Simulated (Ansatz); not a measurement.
Litharge PbO was calculated with r²SCAN+rVV10 in Ansatz (PAW).

Run with plane-wave cutoff 500 eV, 8×8×6 k mesh (along the axes of the cell as run), gaussian smearing 0.02 eV, scalar-relativistic PAW data made under PBE.

Cell (relaxed at this level):

```xyz
4
Lattice="3.9785 0.0000 0.0000 0.0000 3.9785 0.0000 0.0000 0.0000 5.0131" Properties=species:S:1:pos:R:3 pbc="T T T"
Pb     0.0000     1.9893     1.1844
Pb     1.9893     0.0000     3.8286
O      0.0000     0.0000     0.0000
O      1.9893     1.9893     0.0000
```

Task: What does this level give for the band gap?

Result: 
* **band gap**: 1.50 eV (on the SCF k mesh)

Spin–orbit coupling is not included; with these elements it can move the gap by several tenths of an eV or more.

Computed values are for the static lattice.

Ansatz is an electronic-structure program.
